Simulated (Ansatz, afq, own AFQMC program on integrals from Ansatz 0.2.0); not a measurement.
Two steps: Ansatz 0.2.0 writes the Fock matrix and Cholesky factors of the valence space, and afq projects on them the lowest state that overlaps trial and start.

```yaml
crystal:
  periodic: [false, false, false]
  atoms:
    - {symbol: Ge, position_ang: [0.000000, 0.000000, 0.000000]}
    - {symbol: Al, position_ang: [0.000000, 0.000000, 3.877000]}
basis:
  gaussian: {orbitals: cc-pVDZ}
total_charge: 1
magnetization: {spin_polarized: false}
correlation: {method: ccsd_t, electrons: outside_noble_gas, hamiltonian_folder: ham}
```

```sh
$ ansatz run in.yaml --threads 1 --pin off --events-out ev --progress --plain --max-ram 16896MiB --backend cuda --devices 0, --max-vram 18GiB
```

afq runs on the folder ham with

```
--method phaseless --trial cisd --walkers 4000 --populations 20 --least-time 60 --time-step 0.005 --steps-per-block 50 --equilibration-blocks 28 --max-blocks 4000 --target-error 0.00015 --factor-cut 1e-05 --seed 663 --release-times 0.24,0.51,0.99,1.62,2.4 --release-step 0.03 --release-every 3 --taylor-order 6
```

Times are imaginary, in 1/Eh. The walk had a cap of 122 s. With eight or more populations the least sampling time is a fifth of least-time, and the error comes from their spread. Filled inner d shells are frozen with the cores.

Output of the walk:

```
orbitals 26  electrons 3 3  factors 162 of 511
reference energy -2316.93626407 Eh
CCSD correlation -0.11550633 Eh in 15 cycles, weight of the determinant in the CISD state 0.8390
energy of the start -2317.051751 Eh
 block  time / (1/Eh)  mean weight  energy / Eh
     1     0.250  1.0000  -2317.050552
     2     0.500  1.0001  -2317.050214
     3     0.750  0.9999  -2317.050362
     4     1.000  1.0001  -2317.050618
     5     1.250  0.9999  -2317.050996
     8     2.000  0.9999  -2317.052186
    11     2.750  0.9999  -2317.053259
    14     3.500  0.9999  -2317.053844
    17     4.250  0.9995  -2317.053972
    20     5.000  1.0000  -2317.054004
    23     5.750  1.0001  -2317.054650
    26     6.500  1.0000  -2317.054116
    29     7.250  1.0000  -2317.054356
    32     8.000  1.0002  -2317.054607
    35     8.750  1.0000  -2317.055140
    38     9.500  1.0001  -2317.055365
    41    10.250  1.0001  -2317.055111
    44    11.000  1.0001  -2317.054846
    47    11.750  0.9999  -2317.055094
    50    12.500  1.0001  -2317.055906
    53    13.250  0.9999  -2317.055717
    56    14.000  1.0001  -2317.055349
    59    14.750  1.0000  -2317.054940
    62    15.500  0.9998  -2317.054402
    65    16.250  1.0001  -2317.055676
    68    17.000  1.0000  -2317.055330
    71    17.750  1.0000  -2317.055018
    74    18.500  0.9996  -2317.055537
    77    19.250  1.0000  -2317.055035
    78    19.500  1.0001  -2317.055415
error from the spread of 20 populations
released: time / (1/Eh)  energy / Eh  error  mean overlap
  0.24  -2317.055265  0.000122  1.0006
  0.51  -2317.055302  0.000106  1.0032
  0.99  -2317.055332  0.000107  1.0022
  1.62  -2317.055636  0.000135  1.0044
  2.40  -2317.055583  0.000116  1.0051
energy -2317.055145 +/- 0.000138 Eh
(rows thinned)
```

The run passed its tests (sampling time, drift between the halves within three errors, error under three times the target), which doesn't prove that it has relaxed.

Against this walk (error 3.8 meV) on the same determinant: CCSD(T) 15.8 meV higher, CCSDT(Q) 19.5 meV lower, CCSDTQ 24.2 meV lower, full CI 24.8 meV lower. The error is statistical and leaves out the bias of the constraint. Released to 2.40 1/Eh the energy lies 12 ± 5 meV (both errors) below the phaseless value, which shows part or all of the bias of the constraint, and full CI lies 12.9 meV below the released value. Full CI is exact here, so the walk's 25 meV above it is the walk's own error: the bias of the constraint with this trial.

Cautions: constraint bias not in the error; no relativity below Rb; no spin-orbit coupling; inner d shell frozen; higher spins were not checked; restricted determinant unstable towards unrestricted (UHF 738 meV lower, ⟨S²⟩ 1.04); raised T1 diagnostic (T1 0.022, weight of the determinant 0.84, largest double 0.12); CCSDTQ on the UHF determinant differs (478 meV lower), perhaps since the unrestricted series falls towards higher spin.

The walk took 24 s on 1 × NVIDIA H100 80GB HBM3 with 2 threads of AMD EPYC 7R13 Processor (Zen 3), with other jobs on the host (the card was shared). The log's last line is the phaseless energy.

CCSDT and higher add their correlation energy to the determinant of the CCSD(T) run, since their own runs factorise the integrals more tightly (a shift of under 2 meV). A walk keeps the symmetry of its determinant, which the program's search chose and which needn't be the lowest solution, so a lower state of the same spin and another symmetry isn't excluded.
